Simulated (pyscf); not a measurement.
Single points on ωB97X-D3(BJ)/def2-SVP structures (PySCF, gas phase). Correlated levels are frozen-core, on RHF or UHF. ΔMP2 is the change of the MP2 total energy from the triple- to the quadruple-zeta basis.

Estimate by transition-state theory (the high-pressure limit) the rate constant of H₂Se + ethylene (H₂C=CH₂) → H₃C–CH₂–SeH (singlet surface; H–Se broken, C–Se, C–H formed) at 1200 K, with CCSD(T)/def2-TZVPP + ΔMP2(QZVPP) energies (ideal gas, 1 atm, RRHO with modes under 100 cm⁻¹ raised to 100, one conformer, R ln 2 for chiral ones without a mode under 150 cm⁻¹; no tunnelling).

The electronic barrier is 41.6 kcal/mol and the thermal terms add +38.9, so ΔG‡ = 80.6 kcal/mol. With k_BT/h = 2.50e+13 s⁻¹ and RT = 2.385 kcal/mol, and a volume of 1.64e-19 cm³ per molecule at 1 atm, k = 8.6e-21 cm³ molecule⁻¹ s⁻¹. The product is born with the 66 kcal/mol of the reverse barrier and needs collisions to keep. Wigner's tunnelling factor for 1212i cm⁻¹ would be 1.09. A shift of 1 kcal/mol in the barrier changes k by a factor 1.5. On the product side the descent ends in a point that may be a rotor saddle (no frequency run), 3.5 kcal/mol over the lowest minimum found and 69.6 kcal/mol under the saddle at ωB97X-D3(BJ)/def2-TZVP. At ωB97X-D3(BJ)/def2-TZVP the barrier from the zero used here is 44.5 kcal/mol. This is the saddle that the search found; another between the same sides may lie lower. The CCSD(T) − MP2 part came from Ansatz, without density fitting, on the same reference. The frozen core leaves the outer d or s,p core shells of the metals and heavy elements correlated in the MP2 and CC values, and def2-TZVPP describes them poorly, which can shift differences by a few kcal/mol. Elements up to Kr have no core potential and no relativistic terms here.
